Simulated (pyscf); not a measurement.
Substitution at N: `[NH2][NH2]` + `[SiH3]` [doublet] → `[NH2][NH][SiH3]` + `[H]` [doublet]

Gas phase, doublet surface, charge 0. Bonds broken: N1–H3. Bonds formed: N1–Si7. Structures and frequencies: ωB97X-D3(BJ)/def2-SVP in PySCF.

Transition state (Å):

```xyz
10

N     -0.8134     0.2083    -0.8369
N     -1.1091     0.8925     0.4037
H     -1.2456    -0.9922    -0.6571
H     -1.4996     0.5427    -1.5231
H     -1.8338     0.3090     0.8445
H     -0.2815     0.7612     0.9913
Si     0.8848     0.6782    -1.5034
H      0.8986    -0.1390    -2.7487
H      1.4165     2.0436    -1.8260
H      1.7504     0.0916    -0.4409
```

One imaginary mode, 1814i cm⁻¹; descent along it reached the two sides named, in the forms told below.

| bond | change | reactant side (Å) | saddle | product side |
|---|---|---|---|---|
| N1–H3 | breaks | 1.022 | 1.289 | 3.1 |
| N1–Si7 | forms | 2.518 | 1.884 | 1.730 |

Electronic energies relative to the separated reactants (kcal/mol):

```
level                   barrier  reaction energy  reverse barrier
----------------------  -------  ---------------  ---------------
ωB97X-D3(BJ)/def2-TZVP     23.3             +5.0             18.3
PBE/def2-TZVP              14.4            +10.0              4.5
r²SCAN/def2-TZVP           16.7            +10.1              6.6
B3LYP-D3(BJ)/def2-TZVP     18.5             +9.4              9.1
PBE0-D3(BJ)/def2-TZVP      18.6             +8.3             10.3
M06-2X/def2-TZVP           21.9             +7.1             14.8
ωB97M-D3(BJ)/def2-TZVP     22.0             +6.7             15.3
HF/def2-TZVP               42.8             +6.6             36.2
```

With ωB97M-D3(BJ)/def2-TZVP energies and thermal terms (ideal gas, 1 atm, RRHO with modes under 100 cm⁻¹ raised to 100, one conformer, R ln 2 for chiral ones without a mode under 150 cm⁻¹), in kcal/mol:

```
T (K)   ΔH‡   ΔG‡    ΔH     ΔG
-----  ----  ----  ----  -----
298    18.7  28.9  +2.9   +5.6
600    19.3  39.1  +4.3   +7.9
900    20.3  48.8  +5.8   +9.4
1200   21.3  58.1  +7.2  +10.3
```

On the reactant side the descent ends in a complex, 5.5 kcal/mol under the separated species and 28.8 kcal/mol under the saddle at ωB97X-D3(BJ)/def2-TZVP. The same reactants have a lower exit, to H₂N–SiH₃ + NH₂• (barrier +6.3 kcal/mol at ωB97M-D3(BJ)/def2-TZVP, against +22.0 kcal/mol here). H₂N–NH–SiH₃ lies 57.4 kcal/mol over its isomer H₂N–SiH₂–NH₂ (electronic energy, ωB97M-D3(BJ)/def2-TZVP). This is the saddle that the search found; another between the same sides may lie lower. The angle at the attacked N is 126°.
